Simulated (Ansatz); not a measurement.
## bcc Rh (model structure)

All values below come from r²SCAN+rVV10 in Ansatz (plane waves, PAW).

Numerical settings: plane-wave cutoff 500 eV, 34×34×34 k mesh, Fermi–Dirac smearing 0.1 eV, no spin polarisation, scalar-relativistic PAW data made under PBE.

Cell (relaxed at this level):

```cif
data_Rh2
_chemical_formula_sum 'Rh2'
_space_group_name_H-M_alt 'Im-3m'
_space_group_IT_number 229
_space_group_name_Hall '-I 4 2 3'
_cell_length_a 3.03512
_cell_length_b 3.03512
_cell_length_c 3.03512
_cell_angle_alpha 90.000
_cell_angle_beta 90.000
_cell_angle_gamma 90.000
loop_
_atom_site_label
_atom_site_type_symbol
_atom_site_symmetry_multiplicity
_atom_site_Wyckoff_symbol
_atom_site_fract_x
_atom_site_fract_y
_atom_site_fract_z
_atom_site_occupancy
Rh1 Rh 2 a 0.00000 0.00000 0.00000 1
```
(The calculation used a cell of 1 atom; values per cell refer to that cell.)

```
Item              Value
--------  -------------
band gap  zero (no gap)
```

Note: the relaxation could raise the start's symmetry but not lower it, so the cell can be a saddle point.

Spin–orbit coupling is not included.

Static lattice: no zero-point or thermal effects.

Cost on a shared machine: about 2.3 core-minutes (a rough figure).

A model structure was made by putting elements into a prototype or built by hand; it is no filed structure, need not be a known phase, and can be a saddle point held by its symmetry.

Ansatz is an electronic-structure program.
